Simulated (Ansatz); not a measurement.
We consider fcc Ir, described by r²SCAN (PAW; Ansatz, a quantum-chemistry and plane-wave program).

A relaxed, unreconstructed slab of the (110) face has 12 atoms, two equal faces of 10.455 Å² each and an energy of -143380.5421 eV. A bulk cell of 2 atoms with the same orientation and in-plane k mesh has -23897.4483 eV. Energies are extrapolated to zero smearing.

Numerical settings: plane-wave cutoff 500 eV, 14×20×1 k mesh (along the axes of the cell as run), Fermi–Dirac smearing 0.1 eV, scalar-relativistic PAW data made under PBE.

Worked out: γ = (E_slab − N E_bulk per atom)/2A = [-143380.5421 − 12 × (-23897.4483/2)]/(2 × 10.455) = 0.1984 eV/Å². With 16.022 J/m² per eV/Å² this is 3.18 J/m², or 2.07 eV per surface cell and face.
